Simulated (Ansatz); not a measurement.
**Si2HCl: single points off equilibrium**

An exercise on one series of results from a longer session: the logs are not shown, and one member is left open.

The runs use Ansatz 0.2.0, Gaussian basis; single points in def2-TZVPP.

Correlated methods freeze the cores.

### The system as given

SMILES `[SiH]#[Si]Cl`, 4 atoms, charge 0, spin multiplicity 1.

Atoms are counted from 1 here; the program's logs count them from 0.

Bond lengths: Si1–Si2 2.146 Å, Si1–H4 1.358 Å, Si2–Cl3 2.233 Å. Angles: Si2–Si1–H4 169.7°, Si1–Si2–Cl3 94.4°.

As a file:

```mol
ClHSi2
  3D, bonds by distance, orders not assigned

  4  3  0  0  0  0  0  0  0  0999 V2000
   -0.5855    0.0656   -0.7441 Si  0  0
    0.5615   -1.3613    0.3750 Si  0  0
    1.4434    0.1639    1.7466 Cl  0  0
   -1.2083    1.1331   -1.3059 H   0  0
  1  2  8  0
  1  4  8  0
  2  3  8  0
M  END
```

Set-up of the first run:

Contents of run/in.yaml:

```yaml
crystal:
  periodic: [false, false, false]
  atoms:
    - {symbol: Si, position_ang: [-0.585500, 0.065600, -0.744100]}
    - {symbol: Si, position_ang: [0.561500, -1.361300, 0.375000]}
    - {symbol: Cl, position_ang: [1.443400, 0.163900, 1.746600]}
    - {symbol: H, position_ang: [-1.208300, 1.133100, -1.305900]}
basis:
  gaussian: {orbitals: def2-TZVPP}
correlation: {method: ccsd_t}
output: {forces: true}
```

No record of the launch command was kept for these runs.

Steps of the session up to this table: CCSD(T)/def2-TZVPP; PBE0-D4/def2-TZVPP; wB97M-V/def2-TZVPP; r2SCAN-D4/def2-TZVPP; PBE-D4/def2-TZVPP; BLYP-D4/def2-TZVPP; r2SCANh-D4/def2-TZVPP.

One table of the session follows, with a row left open; its other results are not shown here.

| method | RMS force component (eV/Å) | angle to CCSD(T) forces (°) | dipole (D) |
| --- | --- | --- | --- |
| CCSD(T) | 1.233 | reference | 3.29 |
| PBE0-D4 | 1.287 | 5.7 | 3.21 |
| wB97M-V | 1.197 | 4.8 | 3.32 |
| r2SCAN-D4 | ? | ? | ? |
| PBE-D4 | 1.327 | 5.7 | 2.82 |
| BLYP-D4 | 1.246 | 9.3 | 2.80 |
| r2SCANh-D4 | 1.265 | 5.7 | 3.20 |

Q: Estimate the row for r2SCAN-D4 from the others.

The run gave: RMS force component (eV/Å): 1.276; angle to CCSD(T) forces (°): 5.2; dipole (D): 3.09. In the column «RMS force component (eV/Å)» it lies between r2SCANh-D4 (1.265) and PBE0-D4 (1.287).
